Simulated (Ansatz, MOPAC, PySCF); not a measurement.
System: C₂H, net charge -1, singlet state. SMILES: C#[C-]
Geometry from a B3LYP-D3(BJ)/def2-TZVP (Ansatz, an electronic-structure program) optimisation:
```
C
C 1 1.2385
H 1 1.0683 2 180.00
```
Charge -1, spin multiplicity 1.

Unscaled harmonic wavenumbers (cm⁻¹) in rising order, each level at the stationary point that it reaches from this structure (no distance between atoms moves by over 0.3 Å); the order of modes can differ between levels, and a negative number is imaginary. B3LYP-D3(BJ)/def2-TZVP (PySCF, at the structure above): 522, 522, 1900, 3369.

AM1 (MOPAC): 835, 835, 2124, 3424. Zero-point energy 10.3 against 9.0 kcal/mol; where all levels lie over 400 cm⁻¹, the wavenumbers are on average 1.334 times those of B3LYP-D3(BJ)/def2-TZVP.

PM3 (MOPAC): 775, 775, 2130, 3412. Zero-point energy 10.1 against 9.0 kcal/mol; where all levels lie over 400 cm⁻¹, the wavenumbers are on average 1.277 times those of B3LYP-D3(BJ)/def2-TZVP.

HF/3-21G (Ansatz): 720, 720, 2058, 3569. Zero-point energy 10.1 against 9.0 kcal/mol; where all levels lie over 400 cm⁻¹, the wavenumbers are on average 1.226 times those of B3LYP-D3(BJ)/def2-TZVP.

HF/6-31G* (Ansatz): 672, 672, 2088, 3561. Zero-point energy 10.0 against 9.0 kcal/mol; where all levels lie over 400 cm⁻¹, the wavenumbers are on average 1.183 times those of B3LYP-D3(BJ)/def2-TZVP.
